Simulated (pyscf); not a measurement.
Single points on ωB97X-D3(BJ)/def2-SVP structures (PySCF, gas phase).

For the elementary gas-phase step HO–Zr(Cl)(Cl)–Cl + hydrogen fluoride (HF) → water (H₂O) + F–Zr(Cl)(Cl)–Cl (singlet surface; O–Zr, F–H broken, H–O, F–Zr formed), what barrier and reaction energy does r²SCAN/def2-TZVP give, measured from the separated reactants?

ΔE‡ = -34.9 kJ/mol, ΔE = -40.4 kJ/mol. ωB97M-D3(BJ)/def2-TZVP gives -21.4 kJ/mol and -35.1 kJ/mol. Zero-point energy shifts the barrier by +2.6 kJ/mol. It is a four-centre exchange, with an imaginary mode of 475i cm⁻¹. On the reactant side the descent ends in an adduct with a F–Zr contact, 35.6 kJ/mol under the separated species and 8.8 kJ/mol under the saddle at ωB97X-D3(BJ)/def2-TZVP. On the product side the descent ends in an adduct with a O–Zr contact (not fully relaxed), 80.1 kJ/mol under the separated species and 87.1 kJ/mol under the saddle at ωB97X-D3(BJ)/def2-TZVP. At r²SCAN the saddle lies under the separated reactants, which points to a path from their complex (located at ωB97X-D3(BJ) alone). What is counted as formed (F–Zr) is already present as a longer contact in the reactant adduct; forming that adduct is a step of its own. What is counted as broken (O–Zr) persists as a longer contact in the product adduct; parting that adduct is a step of its own. One saddle was located; it need not be the lowest between these sides. Elements past Kr carry the def2 core potentials, without spin-orbit coupling.
